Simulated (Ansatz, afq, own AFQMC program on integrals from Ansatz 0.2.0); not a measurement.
**AlGeH$_{2}$, quartet in aug-cc-pVDZ, levels against CCSDT(Q)**

```yaml
atoms:
  - { symbol: Ge, position_ang: [-0.0108, 0.0000, 0.6644] }
  - { symbol: Al, position_ang: [-0.0327, 0.0000, -1.7631] }
  - { symbol: H, position_ang: [0.8273, -1.0534, -0.3408] }
  - { symbol: H, position_ang: [0.8273, 1.0534, -0.3408] }
```

Connectivity, by distances: Ge–Al, 2 bridging H.

Basis aug-cc-pVDZ. Noble-gas cores (and the filled d shells of Ga–Kr and In–Xe) are frozen. Ansatz 0.2.0 and our own AFQMC program on the same integrals; the CISD trial comes from CCSD amplitudes, and released means the phaseless constraint is let go. Error bars are statistical, one sigma. No spin–orbit coupling.

Determinant: UHF, the one that the program's search chose, which needn't be the lowest solution. The geometry is a PBE0/def2-TZVP stationary point of this or a neighbouring charge and spin state.

No full CI on the walks' own integrals is used here; CCSDT(Q) serves as the reference and is uncertain by about the last step of the cluster series.

Cautions: no relativity below Rb; no spin-orbit coupling; inner d shell frozen; another spin lies lower (by 3.40 eV); the released energies are still falling, so no released level is given (meV from the phaseless value at times in 1/Eh: -6 ± 3 at 0.24, -6 ± 3 at 0.51, -9.2 ± 2.2 at 0.99, -12 ± 3 at 1.62, -13 ± 3 at 2.40).

* T1 diagnostic: 0.0390
* weight of the determinant in the CISD state: 0.861
* ⟨S²⟩ of the determinant: 3.763
* size of the correlated space: 9 electrons in 62 orbitals

| level | correlation energy (eV) |
| --- | --- |
| MP2 | -3.3403 |
| CCSD | -4.1975 |
| CCSD(T) | -4.3762 |

**Question.** Estimate where phaseless AFQMC with a CISD trial lies against CCSD(T) on the same integrals.

**Answer.** 0.73 ± 0.10 kcal/mol below CCSD(T).

Reference: CCSDT(Q), correlation energy -4.434 eV.

| level | E − E(reference) (kcal/mol) | share of correlation (%) |
| --- | --- | --- |
| CCSD(T) | 1.34 | 98.69 |
| CCSDT | 0.26 | 99.74 |
| ph-AFQMC/CISD | 0.60 ± 0.10 | 99.41 |

A walk keeps the symmetry of its determinant, which the program's search chose and which needn't be the lowest solution, so a lower state of the same spin and another symmetry isn't excluded.
